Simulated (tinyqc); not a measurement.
Inside a calculation. Method: CCSD on RHF in the sto-6g basis, frozen core, for H3O+, spin multiplicity 1. One step of it, computed by the program tinyqc.

Problem. CCSD: starting amplitudes. t_ij^ab = <ij||ab> / (e_i + e_j - e_a - e_b), whose energy is MP2.

orbital energies (hartree): MO1 -21.108253, MO2 -1.761937, MO3 -1.068759, MO4 -1.068520, MO5 -0.904012, MO6 0.057495, MO7 0.222643, MO8 0.223144

Two-electron integrals over orbitals (pq|rs), unique and non-zero (hartree); the lowest 1 orbital is frozen and left out:
```
(22|22) 0.732807    (32|32) 0.137830    (33|22) 0.660099    (33|33) 0.662906
(42|22) -0.000052   (42|33) -0.032577   (42|42) 0.137788    (43|32) -0.032569
(43|43) 0.041137    (44|22) 0.660051    (44|33) 0.580563    (44|42) 0.032617
(44|44) 0.662886    (52|22) -0.015603   (52|33) 0.005315    (52|42) 1.86e-06
(52|44) 0.005316    (52|52) 0.139295    (53|32) 0.003369    (53|43) 0.005275
(53|53) 0.035907    (54|22) 0.000022    (54|33) 0.005295    (54|42) 0.003370
(54|44) -0.005255   (54|52) 0.000025    (54|54) 0.035910    (55|22) 0.734083
(55|33) 0.649073    (55|42) 0.000011    (55|44) 0.649061    (55|52) 0.078176
(55|54) 0.000049    (55|55) 0.867124    (62|22) 0.146391    (62|33) 0.100632
(62|42) 0.000090    (62|44) 0.100629    (62|52) -0.023354   (62|54) 0.000029
(62|55) 0.146801    (62|62) 0.082535    (63|32) -0.010547   (63|43) 0.024450
(63|53) 0.007414    (63|63) 0.052472    (64|22) 0.000291    (64|33) 0.024677
(64|42) -0.010600   (64|44) -0.024244   (64|52) 0.000051    (64|54) 0.007437
(64|55) 0.000318    (64|62) 0.000172    (64|64) 0.052604    (65|22) -0.071537
(65|33) -0.041096   (65|42) 0.000054    (65|44) -0.041057   (65|52) 0.040226
(65|54) 0.000033    (65|55) -0.062719   (65|62) -0.046794   (65|64) -0.000082
(65|65) 0.038054    (66|22) 0.530703    (66|33) 0.504126    (66|42) 0.000258
(66|44) 0.504335    (66|52) -0.050216   (66|54) -0.000042   (66|55) 0.500389
(66|62) 0.060853    (66|64) -0.000054   (66|65) -0.036197   (66|66) 0.479809
(72|22) 0.000255    (72|33) -0.010835   (72|42) -0.050040   (72|44) 0.011149
(72|52) -0.000015   (72|54) -0.016743   (72|55) 0.000256    (72|62) 0.000067
(72|64) -0.035437   (72|65) -0.000084   (72|66) 0.000082    (72|72) 0.052711
(73|32) -0.037350   (73|43) 0.004532    (73|53) 0.006060    (73|63) 0.025156
(73|73) 0.033140    (74|22) -0.163387   (74|33) -0.130113   (74|42) 0.037301
(74|44) -0.121150   (74|52) -0.034631   (74|54) -0.006065   (74|55) -0.189308
(74|62) -0.082036   (74|64) -0.025291   (74|65) 0.032044    (74|66) -0.041034
(74|72) 0.001269    (74|74) 0.147989    (75|22) -0.000058   (75|33) 0.011349
(75|42) -0.035428   (75|44) -0.011435   (75|52) 0.000079    (75|54) -0.021672
(75|55) -0.000041   (75|62) -0.000076   (75|64) 0.014446    (75|65) 0.000007
(75|66) -0.000126   (75|72) 0.009935    (75|74) -0.013269   (75|75) 0.030273
(76|22) 0.000010    (76|33) 0.041368    (76|42) -0.095598   (76|44) -0.041487
(76|52) -0.000070   (76|54) 0.014022    (76|55) -0.000063   (76|62) -0.000025
(76|64) 0.048696    (76|65) -0.000073   (76|66) -0.000318   (76|72) 0.002621
(76|74) -0.048985   (76|75) 0.029373    (76|76) 0.118081    (77|22) 0.577492
(77|33) 0.518577    (77|42) 0.031258    (77|44) 0.592176    (77|52) 0.002562
(77|54) -0.010553   (77|55) 0.570951    (77|62) 0.070054    (77|64) -0.040893
(77|65) -0.024212   (77|66) 0.485438    (77|72) 0.020695    (77|74) -0.063795
(77|75) -0.014254   (77|76) -0.060698   (77|77) 0.574241    (82|32) 0.050013
(82|43) 0.011011    (82|53) 0.016745    (82|63) 0.035438    (82|73) 0.001517
(82|82) 0.052716    (83|22) 0.163342    (83|33) 0.121121    (83|42) 0.037329
(83|44) 0.130147    (83|52) 0.034633    (83|54) -0.006027   (83|55) 0.189301
(83|62) 0.082046    (83|64) -0.024971   (83|65) -0.031997   (83|66) 0.041298
(83|72) 0.001595    (83|74) -0.083754   (83|75) -0.013338   (83|76) -0.049117
(83|77) 0.099219    (83|83) 0.148040    (84|32) 0.037341    (84|43) -0.004491
(84|53) -0.006040   (84|63) -0.025069   (84|73) -0.031288   (84|82) -0.001452
(84|84) 0.033063    (85|32) 0.035436    (85|43) -0.011371   (85|53) 0.021677
(85|63) -0.014410   (85|73) -0.013328   (85|82) 0.009937    (85|84) 0.013312
(85|85) 0.030276    (86|32) 0.095549    (86|43) -0.041283   (86|53) -0.013985
(86|63) -0.048465   (86|73) -0.049102   (86|82) 0.002662    (86|84) 0.049028
(86|85) 0.029325    (86|86) 0.117747    (87|32) 0.031695    (87|43) -0.036961
(87|53) -0.010607   (87|63) -0.041178   (87|73) -0.017994   (87|82) -0.020558
(87|84) 0.017924    (87|85) 0.014354    (87|86) 0.061003    (87|87) 0.049407
(88|22) 0.577606    (88|33) 0.592360    (88|42) -0.031530   (88|44) 0.518503
(88|52) 0.002578    (88|54) 0.010607    (88|55) 0.571045    (88|62) 0.070118
(88|64) 0.041295    (88|65) -0.024278   (88|66) 0.485132    (88|72) -0.020444
(88|74) -0.099352   (88|75) 0.014297    (88|76) 0.060935    (88|77) 0.476280
(88|83) 0.063673    (88|88) 0.574648
```

Give: Starting amplitudes; correlation energy.

Solution.

Starting amplitudes (spin orbitals 1a, 1b, ...; amplitudes related by a flip of all spins are not repeated; the 24 largest):
```
from      to        t
4a 4b  7a 7b  -0.0573
3a 3b  8a 8b  -0.0573
3a 4b  7b 8a  -0.0324
2a 4b  6a 7b   0.0264
2a 3b  6a 8b  -0.0264
4a 4b  6a 6b  -0.0234
3a 3b  6a 6b  -0.0233
2a 2b  6a 6b  -0.0227
3a 4a  7a 8a  -0.0203
5a 5b  6a 6b  -0.0198
2a 5b  6a 6b   0.0168
2a 4a  6a 7a   0.0150
2a 3a  6a 8a  -0.0150
4a 5b  6b 7a   0.0142
3a 5b  6b 8a  -0.0142
5a 5b  7a 7b  -0.0134
5a 5b  8a 8b  -0.0134
2a 2b  7a 7b  -0.0133
2a 2b  8a 8b  -0.0133
3a 3b  7a 7b  -0.0128
4a 4b  8a 8b  -0.0128
3a 4b  7a 8b   0.0121
2a 4b  6b 7a  -0.0114
2a 3b  6b 8a   0.0114
```

correlation energy = -0.053603 hartree
